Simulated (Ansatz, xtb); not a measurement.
# Relative energy of two isomers of C5H5F

Structure a is `C#CC1(F)CC1`, a singlet and structure b is `C#C[C@@H]1C[C@H]1F`, a singlet. Both are isolated molecules in the gas phase, relaxed with PBE0-D3(BJ)/def2-SVP.

Energies in hartree; the thermal terms are from PBE0-D3(BJ)/def2-SVP harmonic frequencies (ideal gas, rigid rotor, one conformer each, 298.15 K, 1 atm) and include the zero-point energy:

|  | a | b |
| --- | --- | --- |
| E, CCSD(T)/def2-SVP | −292.263481 | −292.264675 |
| E, MP2/def2-SVP | −292.193200 | −292.194532 |
| E, MP2/def2-TZVPP | −292.732769 | −292.734265 |
| zero-point energy | 0.082953 | 0.083445 |
| H(298 K) − E | 0.089637 | 0.090156 |
| G(298 K) − E | 0.053962 | 0.054256 |

Correct the CCSD(T) difference for the basis set by the MP2 change, then work out ΔE, ΔE₀, ΔH and ΔG for a → b in kcal/mol (1 Eh = 627.51 kcal/mol) and the equilibrium ratio [b]/[a].

1. Differences b − a: CCSD(T) −0.001194, MP2 in the small set −0.001332, MP2 in the large set −0.001496 Eh.
2. ΔE = −0.001194 + (−0.001496 − (−0.001332)) = −0.001358 Eh = −0.85 kcal/mol.
3. ΔE₀ = ΔE + ΔZPE = −0.001358 + (+0.000492) Eh = −0.54 kcal/mol.
4. ΔH = ΔE + (+0.000519) Eh = −0.53 kcal/mol.
5. ΔG = ΔE + (+0.000294) Eh = −0.67 kcal/mol, so ΔS = (ΔH − ΔG)/T = +2.0 J/(mol K).
6. kT = 0.9442 mEh, so K = [b]/[a] = exp(−ΔG/kT) = exp(+1.13) ≈ 3.1.

The two are too close for this level to say which is favoured. An error of 1 kcal/mol in ΔG would change K by a factor of 5.4. Mirror images and further conformers aren't counted.

As drawn, both hold the same kinds of bond in the same numbers.

Other levels gave ΔE = −1.6 (GFN2-xTB); −0.3 (HF/STO-3G, GFN2-xTB geometries); −0.8 (r2SCAN-D4/def2-SVP, GFN2-xTB geometries); −1.5 (PBE0-D3(BJ)/def2-SVP); −1.9 (HF/def2-SVP); −0.8 (MP2/def2-SVP); −0.7 (CCSD(T)/def2-SVP) kcal/mol. The correlated steps freeze 6 core orbitals. Programs: Ansatz 0.2.0, xtb 6.7.1.
